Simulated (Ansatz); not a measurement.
Reaction (atomization): `CC(C)=C(C)O` → 5 C• + 10 H• + O•

Calculated with Ansatz (gas phase, PBE0-D4/def2-TZVP geometries, no zero-point term in ΔE). CBS: MP2 limit from def2 TZ/QZ plus the TZ coupled-cluster correction, frozen cores. This one scheme is used for every species, atoms too. DFT in def2-TZVPP. No spin–orbit coupling; open shells (•) take unrestricted orbitals. Spin–orbit coupling would lower the free atoms: a little for C, O. One conformer a species, not always the lowest.

Problem. What is ΔE at CCSD(T)/CBS? (An estimate is asked.)

Solution. Computed: +6512.3 kJ/mol.

Problem. What do these levels give: r2SCAN-D4, ωB97X-V, B2PLYP, PBE-QIDH, BLYP, HF/def2-SVP? (Best estimate.)

Solution. Computed: r2SCAN-D4 6537.7, ωB97X-V 6516.3, B2PLYP 6455.9, PBE-QIDH 6504.7, BLYP 6437.4, HF/def2-SVP 4905.9 kJ/mol.

Largest T1 diagnostic among the species: 0.011.

At CCSD(T), def2-SVP lies −255.0 kJ/mol from the extrapolated value and def2-TZVPP −145.1 kJ/mol: correlation converges slowly with the basis, and small sets miss more of it in the bonded molecule than in its fragments. From BLYP to BHLYP (50 % exact exchange), in def2-TZVPP and without D4, ΔE moves by −130.6 kJ/mol: exact exchange takes away binding that semilocal exchange gives to molecules.

For atomizations the MP2-based limit and the directly extrapolated one differ by several kJ/mol either way, and by 10 to 25 for some Ge, Se and Sn compounds, so smaller differences from it don't rank the levels.
